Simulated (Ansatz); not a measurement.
Molecule: CH6Si, net charge 0, singlet state. 
Geometry from a B3LYP-D3(BJ)/def2-TZVP (Ansatz, a first-principles code) optimisation:
```xyz
8

C      0.0034    -0.0064    -1.2421
Si    -0.0017     0.0033     0.6340
H      0.0118    -1.0282    -1.6256
H     -0.8824     0.4951    -1.6359
H      0.8840     0.5079    -1.6311
H     -0.0132     1.3943     1.1492
H     -1.2005    -0.6969     1.1567
H      1.2042    -0.6795     1.1632
```

Basis-set convergence of Hartree-Fock and CCSD correlation energies (hartree) with Ansatz. Correlated levels leave the core frozen unless marked. Spin-orbit coupling is left out. Non-relativistic.

| basis | functions | E(HF) | E(corr, CCSD) |
|---|---|---|---|
| aug-cc-pV(D+d)Z | 109 | -330.30088 | -0.31361 |
| aug-cc-pV(T+d)Z | 239 | … | … |

Problem. What belongs in the gaps?

Solution. 
- aug-cc-pV(T+d)Z, E(HF): -330.32632
- aug-cc-pV(T+d)Z, E(corr, CCSD): -0.36199
